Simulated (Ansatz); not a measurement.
Basis sets compared for (H2Al-mu-H)2 (Al₂H₆). The state is a singlet with charge 0. Geometry PBE0-D4/def2-TZVP. Ansatz on 4 threads of Arm Neoverse V1 on a shared host; times are rough, and most runs start from earlier orbitals.

```xyz
8

Al   -0.404    1.165    0.409
H    -1.480    1.869   -0.504
H     0.238    1.694    1.750
H     0.851    0.507   -0.601
Al    0.405   -1.165   -0.409
H    -0.248   -1.678   -1.750
H     1.481   -1.885    0.493
H    -0.843   -0.507    0.611
```

Binding counts from free atoms (Al doublet, H doublet) in the same basis, without a counterpoise term.

| level | functions | energy (Eh) | HOMO (eV) | LUMO (eV) | binding per atom (eV) | wall time |
| --- | --- | --- | --- | --- | --- | --- |
| HF/STO-3G | 24 | -481.4813 | -9.44 | 9.09 | 3.28 | 0.1 s |
| PBE-D4/def2-SVP | 66 | -487.9900 | -7.34 | -1.88 | 2.43 | 0.4 s |
| PBE0-D4/def2-SVP | 66 | -488.0501 | -8.62 | -1.12 | 2.45 | 0.45 s |

(1) Estimate the rows for HF/def2-TZVP, PBE-D4/def2-TZVP, PBE0-D4/def2-TZVP (with forces).

## Answers

(1) 
```csv
level,functions,energy (Eh),HOMO (eV),LUMO (eV),binding per atom (eV),wall time
HF/def2-TZVP,110,-487.3279,-11.80,1.72,1.97,0.3 s
PBE-D4/def2-TZVP,110,-488.1666,-7.35,-1.89,2.43,0.6 s
PBE0-D4/def2-TZVP (with forces),110,-488.2229,-8.62,-1.12,2.45,1 s
```
